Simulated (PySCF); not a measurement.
# The bond of NaN+, level by level

Aim: find the lowest electronic state of NaN+, scan its bond at several levels of theory, and get bond length, wavenumber and dissociation energy from each curve.

The runs use PySCF 2.14.0; Na def2-SVP, N def2-SVP, no relativity.

## (1) The job

Settings of the job:

| Property | Result |
| --- | --- |
| atoms | Na, N |
| charge | 1 |
| basis | Na def2-SVP, N def2-SVP |
| Hamiltonian | no relativity |
| basis functions | 29 |
| electrons treated | 17 |
| masses in u | 22.9898, 14.0031 |
| levels | PBE0, PBE, r²SCAN, TPSSh, M06-L, revPBE, HF, MP2, SCS-MP2, CCSD, CCSD(T) |
| grid | 80 radial by 434 angular points |
| occupations | held fixed by the projection of orbital angular momentum |
| dissociation limit | Na+ + N, each in its ground configuration |
| starting distance in angstrom | 2.330 |
| values of 2S to try | 1, 3 |

Started as:

```console
> OMP_NUM_THREADS=1 python dia.py task.json out
```

After this run come: PBE0 along the bond; Other states along the same grid; PBE; r²SCAN; TPSSh (hybrid meta-GGA); M06-L; revPBE; UHF; Adding correlation.

**Question.** What will these runs give? Wanted: for each run, Re; ωe; De; μ.

The runs gave:

Lowest PBE0 solution found, without spin–orbit coupling: ⁴Σ⁻ (quartet), unpaired electrons σ ↑, π ↑↑. State 2 has its PBE0 minimum 1.22 eV higher, as a spin-mixed determinant (⟨S²⟩ = 1.75), so this is no gap between pure states. The other levels ran on the lowest alone.

| level | Re (Å) | ωe (cm⁻¹) | De (eV) | μ (D) |
| --- | --- | --- | --- | --- |
| UHF | 2.731 | 126.4 | 0.119 | -4.38 |
| UHF-MP2 | 2.726 | 133.0 | 0.139 | n/a |
| UHF-SCS-MP2 | 2.728 | 132.0 | 0.135 | n/a |
| UHF-CCSD | 2.722 | 134.9 | 0.145 | n/a |
| UHF-CCSD(T) | 2.721 | 135.9 | 0.148 | n/a |
| PBE | 2.668 | 147.3 | 0.207 | -4.11 |
| revPBE | 2.738 | 134.9 | 0.189 | -4.26 |
| r²SCAN | 2.674 | 142.1 | 0.165 | -4.19 |
| M06-L | 2.767 | 122.6 | 0.129 | -4.42 |
| TPSSh | 2.700 | 136.5 | 0.169 | -4.23 |
| PBE0 | 2.673 | 141.5 | 0.171 | -4.19 |

De is counted to Na+ + N in their ground configurations. A positive dipole points from Na to N; in an ion it is taken about the centre of mass and does not tell which atom is negative.

What this shows: Bond lengths run from 2.668 Å (PBE) to 2.767 Å (M06-L). CCSD(T) can't serve as the judge here: for a weak bond in this basis it is far from its limit. Among the levels with a De in the table, it runs from 0.119 eV (UHF) to 0.207 eV (PBE).

Correlated steps freeze 2 core orbitals. The bond is weak, and basis-set superposition, which was not computed, may be a sizeable part of it.
